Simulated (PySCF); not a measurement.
**Core-level binding energies of phosphine oxide**

Compound: phosphine oxide, H3OP.
Numbering: `[O:1]=[PH3:2]`

Method used: delta-SCF UKS SCAN, pcX-2 on the ionised atom, pcseg-1 elsewhere, spin-free X2C in PySCF 2.14.0. Binding energies are ΔSCF values: E(core-ionised, relaxed orbitals) − E(ground state) at a fixed geometry, referred to the vacuum level.

Task: What binding energy does each computed site have?

Result: 
```csv
atom(s),environment,level,binding energy (eV),2p1/2 (eV),count
P2,phosphoryl phosphorus,P 1s,2152.84,–,1
O1,phosphoryl oxygen,O 1s,536.90,–,1
P2,phosphoryl phosphorus,P 2p3/2,139.00,139.89,1
```

Task: Which photon wavelength matches the P 1s of P2 threshold?

Result: λ = hc/E = 12398.42 eV Å / 2152.84 eV = 5.759 Å.

The 2p values add to the ΔSCF energy of one spin-free hole a correction within the shell (spin–orbit coupling, ligand field). 2p1/2 minus 2p3/2 (ligand field included): P 0.89 eV. Isolated species at its GFN2-xTB geometry, gas phase.
